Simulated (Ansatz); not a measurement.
# C2HF (fluoroacetylene): levels of theory compared

Aim: a comparison of 6 runs (B2PLYP/STO-3G, BHLYP/STO-3G, BLYP/STO-3G, SVWN5/STO-3G, r2SCAN/STO-3G, BCCD(T)/STO-3G) of C2HF (fluoroacetylene). 

The results are computed with Ansatz 0.2.0.

49 further runs of the same task are left out: 5 that didn't finish, 44 set aside as unsound or not needed.

## (1) The molecule

C2HF has 4 atoms, charge 0, and is taken as a singlet. As SMILES, `C#CF`. The H4–C1 distance was set to 1.594 Å, away from the relaxed value. At this shape a bond of the SMILES string is far longer than usual.

Bond lengths: C1–C2 1.192 Å, C2–F3 1.270 Å. Angles: C1–C2–F3 180.0°. A long bond or contact: C1–H4 1.594 Å.

## (2) A single-point energy at B2PLYP/STO-3G (run 1)

input.yaml

```yaml
crystal:
  periodic: [false, false, false]
  atoms:
    - {symbol: C, position_ang: [-0.065103, 0.081261, -0.052363]}
    - {symbol: C, position_ang: [0.599197, -0.752689, 0.481667]}
    - {symbol: F, position_ang: [1.306527, -1.640859, 1.050157]}
    - {symbol: H, position_ang: [-0.952830, 1.196740, -0.765890]}
basis:
  gaussian:
    orbitals: STO-3G
hamiltonian:
  xc: {name: B2PLYP}
correlation:
  frozen_orbitals: {C: 1, F: 1, H: 0}
accuracy: high
```

Run with:

```sh
ansatz run input.yaml --threads 1 --pin off --max-ram 3480MiB --events-out events.jsonl --progress --plain --runs-dir runs
```

What it wrote:

```text
Warning: RAYON_NUM_THREADS=1 ignored (pool sized by the plan → 1); use --threads N
Functional definition: B2PLYP
  name "B2PLYP"
  parameter a = 0.53
  parameter c = 0.27
  exchange = (1 - a)*b88_x + a*exact_x
  correlation = (1 - c)*lyp_c + c*(mp2_os + mp2_ss)
270 factors; integrals over basis functions are off by at most 4.2e-8 eV
mean field evaluation 1: about -4726.7339 eV, gradient 2.0e1 eV
mean field evaluation 2: about -4726.6949 eV, gradient 2.0e1 eV
mean field evaluation 4: about -4727.8972 eV, gradient 1.6e0 eV
mean field evaluation 8: about -4727.9067 eV, gradient 2.9e-2 eV
mean field evaluation 16: about -4727.9067 eV, gradient 4.2e-8 eV
mean field -4727.90671754 eV, -173.7473671794 hartree, gradient 4.2e-8 eV, S^2 0.000000; 0 other end points of the search recorded, 0 dependent functions left out
3 core orbitals not correlated: weight in the atoms' cores, before any rotation towards them, 1.000 or more for the frozen orbitals, at most 0.000 for the correlated occupied ones
reference -4727.90673145 eV, -173.7473676904 hartree; 8, 8 occupied and 5, 5 virtual orbitals, 270 factors
second order -6.62355191 eV of doubles, -0.00000000 eV of singles
Total energy: -4729.69509046 eV, -173.8130886720 hartree
```

Wall time 1.2 s (1 thread of Intel Xeon Platinum 8259CL at 2.50GHz (Skylake/Cascade Lake), shared host); peak memory 0.11 GiB.

## (3) The energy at BHLYP/STO-3G (run 2)

molecule.yaml

```yaml
crystal:
  periodic: [false, false, false]
  atoms:
    - {symbol: C, position_ang: [-0.065103, 0.081261, -0.052363]}
    - {symbol: C, position_ang: [0.599197, -0.752689, 0.481667]}
    - {symbol: F, position_ang: [1.306527, -1.640859, 1.050157]}
    - {symbol: H, position_ang: [-0.952830, 1.196740, -0.765890]}
basis:
  gaussian:
    orbitals: STO-3G
magnetization:
  spin_polarized: false
hamiltonian:
  xc: {name: BHLYP}
accuracy: high
```

Run with:

```sh
ansatz run molecule.yaml --threads 1 --pin off --max-ram 3480MiB --events-out events.jsonl --progress --plain --runs-dir runs
```

What it wrote:

```text
Warning: RAYON_NUM_THREADS=1 ignored (pool sized by the plan → 1); use --threads N
Functional definition: BHLYP
  name "BHLYP"
  parameter a = 0.5
[... 1 set-up line as earlier in the session ...]
  correlation = lyp_c
270 factors; integrals over basis functions are off by at most 4.2e-8 eV
mean field evaluation 1: about -4732.3624 eV, gradient 2.0e1 eV
mean field evaluation 2: about -4731.1556 eV, gradient 3.0e1 eV
mean field evaluation 4: about -4733.5828 eV, gradient 4.9e-1 eV
mean field evaluation 8: about -4733.5404 eV, gradient 9.1e-3 eV
mean field evaluation 16: about -4733.5404 eV, gradient 4.1e-8 eV
mean field -4733.54040969 eV, -173.9544015473 hartree, gradient 4.1e-8 eV, S^2 0.000000; 0 other end points of the search recorded, 0 dependent functions left out
reference -4733.54042453 eV, -173.9544020925 hartree; 11, 11 occupied and 5, 5 virtual orbitals, 270 factors
Total energy: -4733.54042453 eV, -173.9544020925 hartree
```

Wall time 0.87 s (1 thread of Intel Xeon Platinum 8259CL at 2.50GHz (Skylake/Cascade Lake), shared host).

Runs 3 to 5 aren't shown in full; the table further down has their settings and results.

## (4) A single-point energy at BCCD(T)/STO-3G (run 6)

in.yaml

```yaml
crystal:
  periodic: [false, false, false]
  atoms:
    - symbol: C
      position_ang: [-0.065103, 0.081261, -0.052363]
    - symbol: C
      position_ang: [0.599197, -0.752689, 0.481667]
    - symbol: F
      position_ang: [1.306527, -1.640859, 1.050157]
    - symbol: H
      position_ang: [-0.952830, 1.196740, -0.765890]
basis:
  gaussian: {orbitals: STO-3G}
total_charge: 0
correlation: {method: bccd_t, frozen_orbitals: {C: 1, F: 1, H: 0}}
accuracy: high
scf: {omitted_lower_state_checks: [cluster_reference, increment]}
```

Run with:

```sh
ansatz run in.yaml --threads 1 --pin off --max-ram 3480MiB --events-out events.jsonl --progress --plain --runs-dir runs
```

What it wrote (excerpt; [...] marks lines left out):

```text
Warning: RAYON_NUM_THREADS=1 ignored (pool sized by the plan → 1); use --threads N
Functional definition: HF
  name "HF"
[...]
270 factors; integrals over basis functions are off by at most 4.2e-8 eV
[...]
mean field -4712.32740981 eV, -173.1748381805 hartree, gradient 7.1e-9 eV, S^2 0.000000; 0 other end points of the search recorded, 0 dependent functions left out; unrestricted orbitals would lower it
3 core orbitals not correlated: weight in the atoms' cores, before any rotation towards them, 1.000 or more for the frozen orbitals, at most 0.000 for the correlated occupied ones
reference -4712.32740981 eV, -173.1748381805 hartree; 8, 8 occupied and 5, 5 virtual orbitals, 270 factors
second order -4.90150938 eV of doubles, -0.00000000 eV of singles
cycle   1  -5.20917987 eV  change   -3.1e-1 eV  update   8.7e-2
[...]
cycle  22  -5.76469430 eV  change   -1.0e-9 eV  update  2.5e-10
perturbative correction -0.12077739 eV, -0.0044384871 hartree
Total energy: -4718.21288150 eV, -173.3911252757 hartree
Checks for a lower state left out: cluster_reference, increment
```

It took 0.22 s on 1 thread of Intel Xeon Platinum 8259CL at 2.50GHz (Skylake/Cascade Lake), shared host.

## (5) The series

```
run           level  frozen core orbitals  energy (Eh)  wall time
  1   B2PLYP/STO-3G                     3  -173.813089      1.2 s
  2    BHLYP/STO-3G                     –  -173.954402     0.87 s
  3     BLYP/STO-3G                     –  -173.980261     0.91 s
  4    SVWN5/STO-3G                     –  -172.680789     0.52 s
  5   r2SCAN/STO-3G                     –  -173.972661      1.9 s
  6  BCCD(T)/STO-3G                     3  -173.391125     0.22 s
```

## (6) Results

| quantity | value |
| --- | --- |
| run 6: total energy | -173.39113 Eh |
| run 6: correlation energy (3 core orbitals frozen) | -216.3 mEh |
| run 6: (T) correction | -4.44 mEh |

Totals of different functionals can't be ranked against each other. In run 6 the log says that unrestricted orbitals would lower the reference, so the values rest on an unstable closed-shell determinant (other closed-shell runs at this shape may share the fault). In runs 1, 2, 3, 4, 5, 6 the basis is minimal, so the values are rough. All runs together took 5.7 s, the longest 1.9 s.
